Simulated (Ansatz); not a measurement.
For tetragonal perovskite BaTiO3, PBE-D3(BJ) in Ansatz (plane waves, PAW) gives:

```
Item                           Result
---------------------  --------------
lattice parameter a           3.974 Å
lattice parameter c           4.093 Å
enthalpy of formation  -3.193 eV/atom
```

**Question.** What does HSE06 (PAW; Ansatz, an electronic-structure program) give for the same quantities?

**Answer.** 
- lattice constant a: 3.951 Å (decreases by 0.6 %)
- lattice parameter c: 4.133 Å (increases by 1.0 %)
- formation enthalpy: -3.233 eV/atom (moves by -0.040 eV/atom)

For comparison: lattice constant a 3.994 Å (measured, 300 K, no zero-point or thermal correction; as tabulated in Wikipedia's data pages); lattice parameter c 4.034 Å (measured, 300 K, not corrected to a static lattice; as tabulated in Wikipedia's data pages); formation enthalpy -3.404 eV/atom (measured, 0 K, at or extrapolated to 0 K by the table's caption; zero-point energies not removed; as tabulated in Aykol and Wolverton (2014), doi:10.1103/physrevb.90.115105).

Changes are worked out from the printed values.

Unless a cell is named, each level is at its own relaxed cell (PBE-D3(BJ) 12.93, HSE06 12.90 Å³/atom).

Caveats: hybrids on metals are sensitive to the k mesh and can open a false gap (HSE06). Ansatz's density-functional and Hartree–Fock values are scalar-relativistic unless marked +SOC, with PAW data made under PBE.
